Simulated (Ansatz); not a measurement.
**Fluorite CdF2**

Level of theory: RPBE (PAW; Ansatz, a program for electronic structure).

Run with plane-wave cutoff 520 eV, 12×12×12 k mesh, Fermi–Dirac smearing 0.01 eV, scalar-relativistic PAW data made under PBE.

Cell: measured lattice: a = b = c = 5.3880 Å, α = β = γ = 90.00°.

For fluorite CdF2, the band gap is 3.30 eV and the smallest direct gap on the k points sampled is 3.81 eV.

Measured, for comparison: band gap 7.8 eV (temperature not stated, no zero-point or thermal correction, indirect W–Γ; as tabulated in Cappellini et al. (2013), arXiv:1302.2571).

Note: cell and atoms aren't relaxed at this level (pressure 10.3 GPa).

Spin–orbit coupling is not included.

Static lattice: no zero-point or thermal effects.

The result took around 10 core-seconds (rough).
